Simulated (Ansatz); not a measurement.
The first iterations of a band of BFH₄O (7 atoms, charge 0, multiplicity 1).

Level of theory: Ansatz 0.2.0, RKS LDA/6-31G*.

```json
{"movable images": "5", "climbing image": "yes", "spring": "5.0 eV/Å²", "optimiser": "quadratic models (default)", "start path": "through a guess of the saddle point", "force threshold": "0.05 eV/Å", "iteration limit": "60", "end points": "relaxed"}
```

Initial state:

```xyz
7
Properties=species:S:1:pos:R:3
B 0.037 0.005 0.135
H 0.197 0.643 1.163
H 0.917 0.022 -0.710
F -1.248 -0.016 -0.354
O 0.200 -1.558 0.717
H -0.059 -2.127 -0.045
H -0.524 -1.655 1.378
```

Final state:

```xyz
7
Properties=species:S:1:pos:R:3
B -0.046 -0.330 -0.912
H 0.237 -0.781 3.181
H 0.803 0.490 -1.142
F -1.053 -0.514 -1.760
O 0.029 -1.066 0.215
H -0.724 -1.692 0.290
H 0.275 -0.794 2.413
```

| iteration | highest image above the first end (eV) | largest band force component (eV/Å) |
| --- | --- | --- |
| 1 | 2.406 | 9.138 |
| 2 | 1.758 | 4.250 |
| 3 | 0.841 | 1.898 |
| 4 | 0.884 | 4.444 |

Task: Does the band converge within its limit, and where does its top end?

Result: It converged. It ended after 14 iterations with the highest image 0.697 eV above the first end. Neighbouring images differ by up to 1.4 eV, so the band resolves the path poorly. A vibrational analysis at the climbing image gives one clearly imaginary mode, 1178i cm⁻¹: a first-order saddle point. The orbitals stay closed-shell, which can raise the energy where a bond breaks towards radicals; this wasn't checked here.

The run took 54 s on 1 thread of Arm Neoverse V1, with other jobs on the host, peak memory 0.095 GiB.
